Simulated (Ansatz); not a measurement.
# BNHS (quartet): the correlation ladder at a displaced geometry (v1), cc-pVDZ

An exercise on one series of results from a longer session: the logs are not shown, and one member is left open.

Method: cc-pVDZ, core rule «outside noble gas», up to 7 orbitals frozen; program: Ansatz 0.2.0, Gaussian basis.

Plan: UHF; CCSD(T) on ROHF; CCSD(T) on UHF; BCCD(T) on ROHF; CISD as a restricted active space (open shells left free, so some higher excitations enter); CCSDT(Q) on ROHF; CCSDT(Q) on UHF.

32 further runs of the same task are left out: 6 for a known fault of the program, 14 that didn't finish, 12 set aside as unsound or not needed. Runs told in other sessions of the task aren't counted.

### The geometry

The geometry is a PBE0/def2-TZVP stationary point (not a proven minimum) with its atoms shifted at random (size 0.040 Å).

4 atoms, charge 0, spin multiplicity 4.

Atoms are counted from 1 here; the program's logs count them from 0.

Bond lengths: B1–N2 1.415 Å, B1–H4 1.167 Å, N2–S3 1.562 Å. Angles: N2–B1–H4 124.1°, B1–N2–S3 131.4°.

Coordinates:

```xyz
4
BHNS
B    -0.02493   -0.36970    1.76318
N    -0.02577    0.38776    0.56813
S     0.02220   -0.04769   -0.93168
H    -0.08058    0.09388    2.83243
```

Set-up of the first run:

Input file in.yaml:

```yaml
crystal:
  periodic: [false, false, false]
  atoms:
    - {symbol: B, position_ang: [-0.024935, -0.369701, 1.763183]}
    - {symbol: N, position_ang: [-0.025768, 0.387764, 0.568129]}
    - {symbol: S, position_ang: [0.022196, -0.047687, -0.931680]}
    - {symbol: H, position_ang: [-0.080581, 0.093880, 2.832430]}
basis:
  gaussian: {orbitals: cc-pVDZ}
magnetization: {spin_polarized: true, initial_magnetization: 3}
hamiltonian: {xc: hf}
output: {orbitals: {seedname: orbitals}}
```

Launch:

```sh
> ansatz run in.yaml --threads 1 --pin off --events-out ev --progress --plain --max-ram 2393MiB
```

Steps of the session up to this table: UHF; CCSD(T) on ROHF; CCSD(T) on UHF; BCCD(T) on ROHF; CISD as a restricted active space (open shells left free, so some higher excitations enter); CCSDT(Q) on ROHF; CCSDT(Q) on UHF.

One table of the session follows, with a row left open; its other results are not shown here.

It belongs to the step «Misses and costs». 

| method | from UCCSDT(Q) (kJ/mol) |
| --- | --- |
| ROHF | +1006.0 |
| UHF | +972.8 |
| RMP2 | +92.9 |
| UMP2 | +112.6 |
| CISD | +136.7 |
| RCCSD | +43.6 |
| UCCSD | +41.8 |
| RCCSD(T) | +6.1 |
| UCCSD(T) | +6.4 |
| BCCD(T) | ? |
| RCCSDT | +4.2 |
| UCCSDT | +3.9 |
| RCCSDT(Q) | +0.2 |
| UCCSDT(Q) | 0 |

**Question.** Estimate the row for BCCD(T).

As computed: from UCCSDT(Q) (kJ/mol): +6.0. In the column «from UCCSDT(Q) (kJ/mol)» it lies between RCCSDT (+4.2) and RCCSD(T) (+6.1).

To keep in mind: Restricted and unrestricted rows rest on different reference determinants; a gap between their highest levels can come from leftover correlation error, from unlike frozen cores or from another state.
